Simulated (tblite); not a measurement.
Species: C6H9 (doublet state).
Z-matrix (Å and degrees, GFN2-xTB geometry), rows numbered from 1:
```
C 
C   1  1.4557
C   2  1.5335  1  114.92
C   3  1.3295  2   94.66  1  -116.97
C   4  1.4821  3  135.75  2  -179.51
C   4  1.5066  3   94.30  2    -0.09
H   1  1.0735  2  119.62  3    57.64
H   1  1.0725  2  121.39  3  -112.40
H   2  1.0920  1  111.80  3   130.36
H   3  1.0743  2  130.03  1    61.02
H   5  1.0902  4  110.32  3   118.38
H   5  1.0874  4  110.63  3    -2.27
H   5  1.0901  4  110.14  3  -122.92
H   6  1.0883  2  114.16  1    -1.29
H   6  1.0891  2  114.18  1  -128.38
```

Computed values, GFN2-xTB/tblite, gas phase, harmonic and unscaled. This tight-binding method is rough: wavenumbers can miss measured ones by several per cent, in bad cases by 10 to 20. One conformer, not necessarily the lowest. Open shells enter through the occupations alone, without spin polarisation, and single modes of such species can be off by tens of per cent.

Harmonic wavenumbers (cm⁻¹): 108.7, 121.1, 138.6, 265.7, 338.9, 371.4, 447.5, 531.1, 653.8, 777.9, 849.9, 889.6, 934.4, 963.2, 979.3, 1006.1, 1048.2, 1077.4, 1127.0, 1152.1, 1178.9, 1193.7, 1278.8, 1301.6, 1394.0, 1407.3, 1448.3, 1470.4, 1475.8, 1723.9, 2947.0, 2985.8, 2994.6, 3003.5, 3009.4, 3040.2, 3119.1, 3128.1, 3168.0.

A = 9318, B = 2426, C = 2192 MHz; mass 81.070 u (most abundant isotopes); point group C1, symmetry number 1; spin multiplicity 2.

Q: Zero-point energy?

A: ½Σν̃ = 27525 cm⁻¹ = 78.70 kcal/mol.

Q: Entropy at 350 K, 1 bar (ideal gas, RRHO, classical rotation)?

A: Translation 39.92, rotation 26.75, vibration 19.82, spin (R ln 2) 1.38: S = 87.9 cal/(mol K).

Q: And Cp and H(350 K) − H(0)?

A: Cp = 31.89 cal/(mol K), of which vibrations give 23.95 (their classical limit is 39 R = 77.5); H(350 K) − H(0) = 6.69 kcal/mol without the zero-point energy, 3.91 from vibrations.

Q: Which modes carry the vibrational entropy at 350 K?

A: 108.7 cm⁻¹: 3.60; 121.1 cm⁻¹: 3.39; 138.6 cm⁻¹: 3.13; 265.7 cm⁻¹: 1.91; 338.9 cm⁻¹: 1.48; 371.4 cm⁻¹: 1.33 cal/(mol K); the other 33 give 4.97 together.

Q: Blend soft modes into free rotors: weight 1/[1 + (100 cm⁻¹/ν̃)⁴] for the oscillator and the rest for a rotor with moment μB/(μ + B), μ = h/(8π²ν), B = 10⁻⁴⁴ kg m². What vibrational entropy results?

A: 19.27 cal/(mol K) in place of 19.82, which changes −T·S at 350 K by +0.19 kcal/mol.

Q: How do the functions run with temperature in this model?

A: 
```tsv
T (K)	S (cal/(mol K))	Cp (cal/(mol K))	H − H(0) (kcal/mol)	G − H(0) (kcal/mol)	ln q(vib)
50	53.4	10.3	0.43	-2.24	0.10
100	61.8	14.1	1.05	-5.14	0.61
298.15	83.1	27.8	5.14	-19.63	3.53
373.15	90.0	33.7	7.45	-26.12	4.72
500	101.1	42.4	12.29	-38.24	6.82
750	120.8	54.6	24.53	-66.03	11.01
1000	137.7	62.7	39.27	-98.39	15.07
```

q(vib) and H(0) count from the zero-point level.

Q: What must be added to the electronic energy to get the Gibbs energy at 350 K and 1 bar?

A: ZPE + [H(350 K) − H(0)] − T·S = 78.70 + 6.69 − 30.75 = 54.64 kcal/mol.

Hindered rotation and anharmonicity are outside this model. Other conformers, if any are populated, would add a mixing term that is left out. The structure is chiral; the term R ln 2 for an equal mix with its mirror image is left out.

Hardware: one thread, Arm Neoverse V1 (aarch64), on a shared host. Cost: 0.33 s. This covers the Hessian and the dipole derivatives.
